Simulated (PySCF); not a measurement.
Oxygen: a sound run and one with changed settings

Sound run: O [He] 2s2 2p4, O⁺ [He] 2s2 2p3. All numbers are calculated (PySCF 2.14, scalar relativity by spin-free X2C-1e, in cc-pVDZ-DK (3s2p1d, 14 functions)). In the sound run the correlated levels freeze 1s2. The sound run starts from symmetry-adapted Hartree-Fock orbitals and uses a fine grid where one is needed.

Changed run: basis STO-3G, all-electron and non-relativistic. This setting is unsound on purpose.

```
species  method  sound run (hartree)  changed run (hartree)  converged
      O     UHF            -74.84416              -73.80415        yes
      O    PBE0            -75.04593              -73.97642        yes
      O  r2SCAN            -75.08491              -74.01528        yes
      O     MP2            -74.94619              -73.80415        yes
     O⁺     UHF            -74.40485              -73.44358        yes
     O⁺    PBE0            -74.54405              -73.55716        yes
     O⁺  r2SCAN            -74.58759              -73.60160        yes
     O⁺     MP2            -74.47476              -73.44358        yes
```

Ionisation energy of O:

```json
{"method": "UHF", "sound run (eV)": "11.954", "changed run (eV)": "9.812"}
{"method": "PBE0", "sound run (eV)": "13.657", "changed run (eV)": "11.409"}
{"method": "r2SCAN", "sound run (eV)": "13.533", "changed run (eV)": "11.257"}
{"method": "MP2", "sound run (eV)": "12.828", "changed run (eV)": "9.812"}
{"method": "SCS-MP2", "sound run (eV)": "12.849", "changed run (eV)": "9.812"}
```

A minimal basis cannot let orbitals breathe on ionisation and holds almost no correlation. The Hamiltonian changed with the basis, so the totals do not compare.

For comparison, NIST gives 13.618 eV between the lowest levels.
